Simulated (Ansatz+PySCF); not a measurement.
Values are calculated unless marked as measured or tabulated.
## Several solutions for doublet H3O

| atom | x (Å) | y (Å) | z (Å) |
| --- | --- | --- | --- |
| O | 0.0000 | 0.0000 | -0.3906 |
| H | 0.0000 | 0.0000 | 3.1246 |
| H | 30.0000 | 0.0000 | -1.3696 |
| H | 30.0000 | 0.0000 | 1.3696 |

Basis set: 6-31G (spherical functions). Charge 0, multiplicity 2.

ROHF was run from several starts with Ansatz (development build ahead of 0.2.0) and PySCF 2.14.0.

| run | program | start | converged | energy (hartree) | <S²> |
| --- | --- | --- | --- | --- | --- |
| A | Ansatz | atomic start, no search | yes | -75.86152 | 0.75 |
| B | PySCF | guess minao, instabilities followed | yes | -75.98927 | 0.75 |
| C | PySCF | guess 1e, instabilities followed | yes | -75.98927 | 0.75 |
| D | PySCF | guess huckel, instabilities followed | yes | -75.98927 | 0.75 |
| E | PySCF | program defaults | yes | -75.98922 | 0.75 |
| F | Ansatz | search for the lowest state | yes | -75.98927 | 0.75 |
| G | Ansatz | stability test followed | yes | -75.86152 | 0.75 |
| H | PySCF | guess atom, instabilities followed | yes | -75.98927 | 0.75 |

Which runs reached the lowest solution of this kind, and what is wrong with the others?

B, C, D, E, F, H reached the lowest solution found or ended within 0.01 eV of it (a small difference can mark another solution nearby). Converged but too high: A by 3.48 eV, G by 3.48 eV. Convergence only shows a stationary point, and even a stable one can lie too high; stability tests and further starts are what find lower ones. Caution: an unrestricted determinant lies well below (7.79 eV lower).
